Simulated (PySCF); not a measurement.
Assigning NMR signals

Geometry:
```csv
atom,x (Å),y (Å),z (Å)
C1,-1.443,0.465,-0.020
O2,-0.676,-0.128,0.988
C3,0.691,0.064,0.824
C4,1.285,-0.827,-0.248
O5,2.341,-0.631,-0.783
H6,-1.321,1.566,-0.033
H7,-2.497,0.229,0.178
H8,-1.185,0.085,-1.028
H9,1.183,-0.212,1.774
H10,0.965,1.117,0.612
H11,0.655,-1.729,-0.479
```

- PBE0-D3(BJ)/def2-SVP structure
- shieldings: GIAO CAM-B3LYP/pcSseg-2
- J: B3LYP/pcJ-1 (without the spin–dipole term)
- program: PySCF
- no relativistic terms, in vacuum, equivalent nuclei averaged, one computed conformer

Shifts are taken against calculated references (same method and geometry level): TMS for 13C (σ = 182.55 ppm), 1H (σ = 31.34 ppm).

**Question.** Assign these signals to the numbered atoms. 13C{1H} NMR (computed): δ 223.2, 83.3, 61.3.

**Answer.** 
| δ (ppm) | atoms | environment | reason |
| --- | --- | --- | --- |
| 223.2 | C4 | aldehyde carbonyl carbon | low-lying n→π* states of the double bond to the heteroatom give a large paramagnetic term (-289 ppm) |
| 83.3 | C3 | sp3 CH2 bonded to O, α to a carbonyl | pulled downfield by the heteroatom |
| 61.3 | C1 | methyl carbon bonded to O | deshielded by the electronegative neighbour |

**Question.** Assign these signals to the numbered atoms. 1H NMR (600 MHz, computed): δ 10.15 (t, J = 2.3 Hz, 1H), 3.71 (d, J = 2.3 Hz, 2H), 3.42 (s, 3H).

**Answer.** 
| δ (ppm) | atoms | environment | reason |
| --- | --- | --- | --- |
| 10.15 | H11 | hydrogen on an aldehyde carbonyl carbon | the C=O anisotropy and electron withdrawal place aldehyde protons far downfield |
| 3.71 | H9/H10 | hydrogen on an sp3 CH2 bonded to O, α to a carbonyl | its carbon carries O, an electronegative neighbour |
| 3.42 | H6/H7/H8 | hydrogen on a methyl carbon bonded to O | its carbon carries O, an electronegative neighbour |

Multiplet labels drop couplings under 1 Hz and merge nearly equal ones. Unscaled 3J(H,H) at this level run about 10 % above measured values. Shifts are as computed, not scaled to solution data. Of 1211 compounds with measured shifts, 218 miss one by over three times the rms of a fit or turn the order of signals round; such compounds aren't used in these exercises. Couplings across =CH–CH2 type bonds come from one rotamer and its mirror image, and can be 1–2 Hz further off.
